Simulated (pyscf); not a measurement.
Four-centre exchange: `[NH2][SiH3]` + `[ClH]` → `[NH2][SiH2][Cl]` + `[H][H]`

Gas phase, singlet surface, charge 0. Bonds broken: Si2–H5, Cl8–H9. Bonds formed: Si2–Cl8, H5–H9. PySCF, gas phase, ωB97X-D3(BJ)/def2-SVP geometries.

Transition state (Å):

```xyz
9

N      0.6030     0.0193    -0.4610
Si    -0.6820    -0.2305     0.6123
H      1.4018     0.5969    -0.2268
H      0.5462    -0.2770    -1.4285
H     -1.9180     0.9738     0.8031
H     -0.6640    -0.9478     1.9002
H     -1.6810    -0.9268    -0.2636
Cl     0.2979     1.6959     1.9645
H     -1.2625     1.4026     1.2464
```

One imaginary mode, 835i cm⁻¹; descent along it reached the two sides named.

| bond | change | reactant side (Å) | saddle | product side |
|---|---|---|---|---|
| Si2–H5 | breaks | 1.509 | 1.736 | 4.1 |
| Cl8–H9 | breaks | 1.287 | 1.743 | 2.9 |
| Si2–Cl8 | forms | 3.6 | 2.550 | 2.087 |
| H5–H9 | forms | 2.162 | 0.900 | 0.761 |

Electronic energies relative to the separated reactants (eV):

```json
[
 {"level": "ωB97X-D3(BJ)/def2-TZVP", "barrier": "1.09", "reaction energy": "-1.08", "reverse barrier": "2.17"},
 {"level": "PBE/def2-TZVP", "barrier": "0.87", "reaction energy": "-0.99", "reverse barrier": "1.86"},
 {"level": "r²SCAN/def2-TZVP", "barrier": "0.92", "reaction energy": "-1.06", "reverse barrier": "1.98"},
 {"level": "B3LYP-D3(BJ)/def2-TZVP", "barrier": "1.06", "reaction energy": "-1.01", "reverse barrier": "2.07"},
 {"level": "PBE0-D3(BJ)/def2-TZVP", "barrier": "0.95", "reaction energy": "-1.00", "reverse barrier": "1.96"},
 {"level": "M06-2X/def2-TZVP", "barrier": "1.08", "reaction energy": "-1.09", "reverse barrier": "2.17"},
 {"level": "ωB97M-D3(BJ)/def2-TZVP", "barrier": "1.13", "reaction energy": "-0.99", "reverse barrier": "2.12"},
 {"level": "HF/def2-TZVP", "barrier": "1.87", "reaction energy": "-0.86", "reverse barrier": "2.73"}
]
```

With ωB97M-D3(BJ)/def2-TZVP energies and thermal terms (ideal gas, 1 atm, RRHO with modes under 100 cm⁻¹ raised to 100, one conformer, R ln 2 for chiral ones without a mode under 150 cm⁻¹), in eV:

```
T (K)   ΔH‡   ΔG‡     ΔH     ΔG
-----  ----  ----  -----  -----
298    1.13  1.58  -1.04  -0.95
600    1.12  2.03  -1.01  -0.89
900    1.13  2.49  -0.98  -0.83
1200   1.15  2.94  -0.97  -0.78
```

One saddle was located; it need not be the lowest between these sides.
